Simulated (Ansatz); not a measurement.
singlet SiO₂: levels of theory in one basis

```yaml
atoms:
  - { symbol: O, position_ang: [0.0000, 0.0000, -1.5855] }
  - { symbol: Si, position_ang: [0.0000, 0.0000, 0.0000] }
  - { symbol: O, position_ang: [0.0000, 0.0000, 1.5855] }
```

Basis set: def2-SVP (spherical functions). Frozen core: 7 orbitals. Charge 0, multiplicity 1.

Computed with Ansatz (development build ahead of 0.2.0); each method stands on the lowest determinant of its kind that the runs found.

| method | E − E(RHF) (eV) | <S²> of the determinant |
| --- | --- | --- |
| RHF | 0.00 | 0.00 |
| RHF-CCSD(T) | -13.52 | – |

Task: What does RHF-MP2 give on the same scale?

Result: -13.20 eV.

Task: Is a single determinant a sound starting point here?

Result: By this sign, yes. Unrestricted orbitals gain 0.00 eV and <S²> is 0.00 against 0.00 for a pure state.
